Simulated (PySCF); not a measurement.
S: ionisation energy

S [Ne] 3s2 3p4 (3P) → S⁺ [Ne] 3s2 3p3 (4S), as a difference of total energies. All numbers are calculated (PySCF 2.14, scalar relativity by spin-free X2C-1e, in ANO-RCC-VTZP). Correlated levels: valence: [Ne] frozen. The calculations carry no spin-orbit coupling.

```tsv
method	ionisation energy (eV)
UHF	9.220
MP2 (valence)	9.956
SCS-MP2 (valence)	10.029
CCSD (valence)	10.073
CCSD(T) (valence)	10.110
CCSDT (valence)	10.113
```

Q: How much does correlation contribute at CCSD(T) (valence)?

A: 10.110 − (9.220) = 0.890 eV, measured against UHF.

Errors of the correlated levels include the incompleteness of this basis and the frozen core.

For comparison: 10.336 eV (measured; NIST levels, between the centres of gravity of the two terms).
